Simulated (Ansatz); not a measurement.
System: C₃H₅, charge 0, doublet. C3H5 (SMILES C=[C]C, doublet).
B3LYP-D3(BJ)/def2-TZVP minimum from Ansatz (a quantum-chemistry and plane-wave program):
```xyz
8

C      1.3206     0.2440     0.0036
C      0.0250     0.3975    -0.0063
H      1.7758    -0.7501     0.0222
H      2.0084     1.0832    -0.0060
C     -1.2071    -0.3930    -0.0005
H     -0.9820    -1.4692     0.0181
H     -1.8216    -0.1633     0.8734
H     -1.8116    -0.1916    -0.8883
```
Charge 0, spin multiplicity 2.

Total energies in cc-pVDZ, 17 correlated electrons, 3 frozen orbitals. Open shells are spin-unrestricted; no spin-orbit coupling. Cores are frozen in correlated methods. No relativity. The UHF reference of C3H5 (C=[C]C, doublet) is spin-contaminated (<S^2> up to 0.16 over the pure value in the sets run).

```csv
method,program,energy (Eh),minus CCSDT(Q) (mEh)
HF,Ansatz,-116.44386,438.70
MP2,Ansatz,-116.81751,65.05
CCSD,Ansatz,-116.86663,15.92
CCSD(T),Ansatz,-116.88025,2.30
CCSDT(Q),Ansatz,-116.88255,0.00
```

Rough core times of Ansatz's runs on a shared machine: CCSD(T) under 20 s, CCSDT(Q) 10 min.
